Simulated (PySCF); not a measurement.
# B₂H, quartet: breathe scan

Starting geometry (PBE0/def2-TZVP stationary point for this spin, not checked as a minimum):

```xyz
3

B     0.0000    0.0000    0.1141
B     0.0000    0.0000   -1.4064
H     0.0000    0.0000    1.2923
```

From there all distances are scaled together; atoms are numbered as listed. Energies are in kJ/mol, counted from the starting geometry at the same level.

Basis 6-31G; PySCF 2.14.0. Correlated methods freeze the noble-gas cores. R marks a restricted (for open shells ROHF) determinant.

The determinant at some points fills πx and πy unequally, so it is a mixture of Σ and Δ, which weighs on every level built on one determinant. A value is left out where its run failed or describes another state than the reference as far as symmetry and spin tell, or, spin-broken singlets apart, can't be checked. The reference follows the lowest state, whose symmetry changes from Σ⁻ or Δ to Π between 1.747 and 2.038, from Π to Σ⁺ or Δ between 2.038 and 2.418.

Full CI is exact within this basis and frozen core; it isn't the basis-set limit.

```csv
scale of all distances,full CI,curve A,curve B,curve C,curve D
0.873,150.8,150.1,148.7,141.8,122.2
1.000,0.0,0.0,0.0,0.0,0.0
1.139,54.7,56.1,58.9,68.2,95.2
1.310,227.5,232.2,240.8,268.4,330.4
1.488,409.5,419.2,435.9,486.3,603.7
1.747,573.9,–,–,–,–
2.038,620.2,623.2,621.6,671.6,630.3
2.418,639.4,638.5,635.3,681.1,633.9
```

The curves come from RCCSD, RCCSD(T), RHF, RMP2. Compare each with full CI and say which is which.

A: RCCSD(T), B: RCCSD, C: RMP2, D: RHF. Spread of the error against full CI, over the points where both stand: A 10.6, B 30.5, C 85.9, D 222.9 kJ/mol.
